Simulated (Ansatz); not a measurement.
Energy needed to pull apart BH2ClO (SMILES OBCl), singlet, into free ground-state atoms, from the structure below (displaced at random from a GFN2-xTB minimum); no zero-point or spin–orbit terms; open-shell atoms are treated unrestricted, in their ground-state multiplicity.

```
5
angstrom
O -0.8516 -0.6005 0.0314
B 0.3782 -0.1465 0.1332
Cl 0.8330 1.4788 -0.4779
H -1.5388 -0.0292 -0.4046
H 1.1992 -0.7801 0.6710
```

Computed with Ansatz 0.2.0 (basis: def2-TZVPP); correlated methods freeze the cores.

```
   method  atomization energy (kcal/mol)
   PBE-D4                          461.2
  BLYP-D4                          450.7
r2SCAN-D4                              ?
  PBE0-D4                          451.0
 HSE06-D4                          451.5
  wB97M-V                          454.1
       HF                          336.6
      MP2                              ?
     CCSD                          431.1
  CCSD(T)                          438.4
```

(1) What does r2SCAN-D4 give? (To be estimated.)

(2) What does MP2 give? (Judge from chemistry; the value comes from the calculation.)

The T1 diagnostic stays at or below 0.013.

## Answers

(1) By the calculation: 455.1 kcal/mol, which is about 16.7 kcal/mol more than CCSD(T)/def2-TZVPP.

(2) Computed: 453.4 kcal/mol, which is about 15.0 kcal/mol more than CCSD(T)/def2-TZVPP.

In triple zeta the MP2 and coupled-cluster atomization energies are still short of their basis limit by a few kcal/mol a bond, whereas those of the functionals are nearly converged, so these differences are not deviations from converged CCSD(T).

For scale, one of the runs: CCSD(T)/def2-TZVPP forces, 132 basis functions (an equivalent command: `ansatz run in.yaml --threads 4`). The run took 21 s on 4 CPU threads (shared host), with 1.2 GiB of host memory at its peak.
